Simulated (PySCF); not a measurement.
# C4H10N+: electronic excitations and core binding energies

Wanted: the electronic excitations and core binding energies of C4H10N+ (`CC=[N+](C)C`), by calculation.

Computed with PySCF 2.14.0, with density-fitted response routines of our own, on a single molecule in the gas phase. Atoms count from 0, in the outputs and in this text.

### 1 The molecule as given

15 atoms, charge 1, multiplicity 1; geometry from: GFN2-xTB.

Bonds of the start (Å): C0–C1 1.46, C1–N2 1.28, N2–C3 1.44, N2–C4 1.44, C0–H5 1.09, C0–H6 1.09, C0–H7 1.09, C1–H8 1.08, C3–H9 1.09, C3–H10 1.09, C3–H11 1.09, C4–H12 1.09, C4–H13 1.09, C4–H14 1.09.

### 2 Excited states and response: CAM-B3LYP/def2-SVPD

Job settings and geometry (Å):

```
{"job": {"kind": "uv", "xc": "CAM-B3LYP", "basis": "def2-SVPD", "nstates": 8, "ntriplets": 3}, "charge": 1, "multiplicity": 1}
C      1.924911    -0.469703    -0.150353
C      0.864184     0.379941     0.394806
N     -0.379666     0.222890     0.131734
C     -1.403184     1.072789     0.681168
C     -0.836578    -0.829237    -0.743256
H      2.894601    -0.199134     0.255133
H      1.964462    -0.380540    -1.239097
H      1.730422    -1.524410     0.055990
H      1.137354     1.193098     1.057619
H     -0.977732     1.840181     1.324331
H     -2.107337     0.473592     1.261248
H     -1.956238     1.554253    -0.127101
H     -0.384573    -0.729572    -1.731642
H     -1.917751    -0.788658    -0.845283
H     -0.557289    -1.807501    -0.347208
```

With the program's defaults for keys left out, this is: TDDFT CAM-B3LYP/def2-SVPD, vertical, gas phase, core orbitals frozen in the response.

**Question.** This job is followed by: delta-SCF UKS SCAN, pcX-2 on the ionised atom, pcseg-1 elsewhere, spin-free X2C. What will the session give for the following? lowest singlet (CAM-B3LYP/def2-SVPD); lowest triplet; C1s binding energies, SCAN/pcX-2 (standing for 3 of 4 atoms); N1s binding energies, SCAN/pcX-2.

The runs gave:

```
                                                    quantity                               value
                        lowest singlet (CAM-B3LYP/def2-SVPD)         7.18 eV (173 nm), f = 0.327
                                              lowest triplet                             4.65 eV
C1s binding energies, SCAN/pcX-2 (standing for 3 of 4 atoms)  C4 297.19, C3 297.13, C0 296.27 eV
                            N1s binding energies, SCAN/pcX-2                        N2 412.91 eV
```

The first singlet state (HOMO→LUMO 0.98) lies at 7.18 eV and is bright. The lowest triplet lies 2.54 eV below the lowest singlet (triplets in Tamm-Dancoff, singlets in full TDDFT). The C1s levels kept as sound span 0.93 eV, from C0 (methyl carbon) up to C4 (methyl carbon bonded to N). Only 3 of the 4 C atoms are covered by sound results.
